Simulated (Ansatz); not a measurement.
in.yaml

```yaml
crystal:
  periodic: [false, false, false]
  atoms:
    - {symbol: Be, position_ang: [0.022399, 0.000225, 0.000000]}
    - {symbol: H, position_ang: [1.180341, 0.011837, 0.000000]}
    - {symbol: H, position_ang: [-0.702686, 1.227516, -0.003200]}
    - {symbol: H, position_ang: [-0.677928, -1.241362, 0.003200]}
basis:
  gaussian: {orbitals: "6-31++G**"}
total_charge: -1
correlation: {method: fci, electrons: outside_noble_gas}
```

```sh
$ ansatz run in.yaml --threads 1 --pin off --events-out ev --progress --plain --max-ram 2393MiB
```

The program prints:

```
620 factors; integrals over basis functions are off by at most 2.0e-7 eV
mean field evaluation 1: about -443.5548 eV, gradient 1.0e1 eV
mean field evaluation 2: about -443.5571 eV, gradient 1.0e1 eV
mean field evaluation 4: about -444.1148 eV, gradient 2.8e-1 eV
mean field evaluation 8: about -444.1154 eV, gradient 6.8e-4 eV
mean field -444.11541899 eV, -16.3209406157 hartree, gradient 1.1e-6 eV, S^2 0.000000; 0 other end points of the search recorded, 0 dependent functions left out
1 core orbitals not correlated: weight in the atoms' cores, before any rotation towards them, 1.000 or more for the frozen orbitals, at most 0.000 for the correlated occupied ones
reference -444.11541899 eV, -16.3209406157 hartree; 3, 3 occupied and 33, 33 virtual orbitals, 620 factors
state -446.81195884 eV, -16.4200366273 hartree
Total energy: -446.81195884 eV, -16.4200366273 hartree
```

Natural occupations: 1.9649 1.9591 1.9574 0.0187 0.0179 0.0160 0.0146 0.0131 0.0105 0.0088 0.0035 0.0035 0.0027 0.0027 0.0013 0.0008 0.0008 0.0006 0.0005 0.0004 0.0004 0.0003 0.0003 0.0003.

Ran on 1 thread of Arm Neoverse V1, shared host: 52 s wall, 1.2 GiB peak host memory.
